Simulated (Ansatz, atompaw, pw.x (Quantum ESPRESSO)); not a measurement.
# What a changed setting does to a pw.x run (diamond Mg)

Potential: PAW, atompaw 4.2.0.5, LDA (PW92); core [Ne], reference 3s1 3p1; waves: 3s (bound): rc 2.90 bohr; 3s channel at 2.09 Ry: rc 3.00 bohr; 3p (bound): rc 3.00 bohr; 3p channel at 0.25 Ry: rc 3.00 bohr; 3d channel at -0.1 Ry: rc 3.00 bohr; 3d channel at 0.55 Ry: rc 3.00 bohr; local part: troulliermartins scheme with l = 3 at -0.5 Ry, radius 2.45 bohr; core correction: smooth core density matched at 2.10 bohr; augmentation: besselshape compensation charge, radius 2.20 bohr; PAW radius 3.00 bohr; waves and projectors: custom rrkj gramschmidtortho.

The reference run (k-mesh 8³, cutoffs 40/400 Ry, Fermi–Dirac 0.01 Ry, mixing_beta 0.4, conv_thr 1e-9, no spin) gives 0.04 GPa at 37.617 Å³/atom, where all-electron LAPW gives -0.01 GPa. This run, with its own iteration cap, changes k-mesh points per axis to 3.

```
&control
  calculation='scf', prefix='x', pseudo_dir='./', outdir='./tmp', tstress=.true., disk_io='none'
/
&system
  ibrav=0, nat=2, ntyp=1, ecutwfc=40, ecutrho=400, nbnd=9,
  occupations='smearing', smearing='fd', degauss=0.01
/
&electrons
  conv_thr=1e-09, mixing_beta=0.4, electron_maxstep=60
/
ATOMIC_SPECIES
Mg 1.0 Mg.UPF
CELL_PARAMETERS angstrom
  0.00000000 3.35064219 3.35064219
  3.35064219 0.00000000 3.35064219
  3.35064219 3.35064219 0.00000000
ATOMIC_POSITIONS crystal
Mg 0.0000 0.0000 0.0000
Mg 0.2500 0.2500 0.2500
K_POINTS automatic
3 3 3 0 0 0
```

```bash
pw.x < Mg.scf.in > Mg.scf.out
```

How does the run end?

It converges in 7 iterations; the free energy moves by -12.6 meV/atom and the pressure by -0.50 GPa.

```
Message from routine setup:
     using ibrav=0 with symmetry is DISCOURAGED, use correct ibrav instead
     lattice parameter (alat)  =       8.9545  a.u.
     unit-cell volume          =     507.7042 (a.u.)^3
     number of electrons       =         4.00
     number of Kohn-Sham states=            9
     kinetic-energy cutoff     =      40.0000  Ry
     charge density cutoff     =     400.0000  Ry
     scf convergence threshold =      1.0E-09
     Exchange-correlation= SLA PW NOGX NOGC
     number of k points=     4  Fermi-Dirac smearing, width (Ry)=  0.0100
     negative rho (up, down):  3.051E-02 0.000E+00
     iteration #  1     ecut=    40.00 Ry     beta= 0.40
     negative rho (up, down):  4.602E-02 0.000E+00
     total energy              =     -63.73601428 Ry
     estimated scf accuracy    <       0.00885337 Ry
     iteration #  2     ecut=    40.00 Ry     beta= 0.40
     negative rho (up, down):  6.810E-02 0.000E+00
     total energy              =     -63.73482417 Ry
     estimated scf accuracy    <       0.00254505 Ry
     iteration #  3     ecut=    40.00 Ry     beta= 0.40
     negative rho (up, down):  7.184E-02 0.000E+00
     total energy              =     -63.73498917 Ry
     estimated scf accuracy    <       0.00003592 Ry
     iteration #  4     ecut=    40.00 Ry     beta= 0.40
     negative rho (up, down):  7.224E-02 0.000E+00
     total energy              =     -63.73499368 Ry
     estimated scf accuracy    <       0.00000154 Ry
     iteration #  5     ecut=    40.00 Ry     beta= 0.40
     negative rho (up, down):  7.217E-02 0.000E+00
     total energy              =     -63.73499381 Ry
     estimated scf accuracy    <       0.00000001 Ry
     iteration #  6     ecut=    40.00 Ry     beta= 0.40
     negative rho (up, down):  7.215E-02 0.000E+00
     total energy              =     -63.73499382 Ry
     estimated scf accuracy    <          6.0E-09 Ry
     iteration #  7     ecut=    40.00 Ry     beta= 0.40
     negative rho (up, down):  7.215E-02 0.000E+00
     the Fermi energy is     0.3712 ev
!    total energy              =     -63.73499382 Ry
     estimated scf accuracy    <          1.1E-11 Ry
     smearing contrib. (-TS)   =      -0.00889717 Ry
     The total energy is F=E-TS. E is the sum of the following terms:
     one-electron contribution =       1.79900981 Ry
     hartree contribution      =       0.11086634 Ry
     xc contribution           =      -2.06411807 Ry
     ewald contribution        =      -3.40301423 Ry
     one-center paw contrib.   =     -60.16884050 Ry
     convergence has been achieved in   7 iterations
     negative rho (up, down):  7.215E-02 0.000E+00
          total   stress  (Ry/bohr**3)                   (kbar)     P=       -4.61
     Message from routine punch:
     Nothing written, as per user request (disk_io='none')
```

The run took about 9.2 s on one core of a shared host (Intel(R) Xeon(R) Platinum 8488C, 96 threads, 744 GiB, load 36).
